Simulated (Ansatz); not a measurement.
Two shapes of singlet CF2.

Shape 1:

```xyz
3

C     0.0013    0.0215   -0.6362
F     0.0176    0.9786    0.1847
F     0.0028   -1.0591    0.1617
```

Shape 2:

```xyz
3

C     0.0000    0.0000   -0.6384
F     0.0000    1.1057    0.2128
F     0.0000   -1.1057    0.2128
```

Basis set: cc-pVDZ (spherical functions). Left uncorrelated: 3 orbitals. Charge 0, multiplicity 1.

Computed with Ansatz (development build ahead of 0.2.0); each method stands on the lowest determinant of its kind that the runs found.

Which shape is lower in energy, and by how much in each method?

```
 method  E(2) − E(1) (eV)
    RHF             0.513
RHF-MP2             0.230
```

Shape 1 is lower.
